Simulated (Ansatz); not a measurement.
Molecule: methanol, CH$_{4}$O (charge 0, singlet). SMILES: CO
Geometry from a B3LYP-D3(BJ)/def2-TZVP (Ansatz, a first-principles code) optimisation:
```
C
H 1 1.0891
H 1 1.0957 2 108.34
H 1 1.0957 2 108.34 3 -117.92
O 1 1.4207 2 106.80 3 121.04
H 5 0.9621 1 108.72 2 -180.00
```
Charge 0, spin multiplicity 1.

Property: vertical ionisation energy (to the doublet state of charge +1; each state is the SCF solution reached for its spin), in eV. Correlated levels leave the core frozen unless marked. Open shells are spin-unrestricted. Spin-orbit coupling is left out. No relativistic terms. Basis-set limits of correlation are two-point, X^-3; Hartree-Fock from the larger set. The bracket is a focal-point correction in the basis named.

RI-MP2/CBS(aug-cc-pVTZ,aug-cc-pVQZ)+[CCSD(T)-MP2]/aug-cc-pVTZ (Ansatz) gives 11.19 eV.

Another calculation gave 10.99 eV. Which level was it?
A. PBE/def2-TZVPD (Ansatz)
B. CAM-B3LYP/def2-TZVPD (Ansatz)
C. PBE0/def2-TZVPD (Ansatz)

B, CAM-B3LYP/def2-TZVPD (Ansatz). The others give 10.71 (PBE), 10.83 (PBE0) eV.
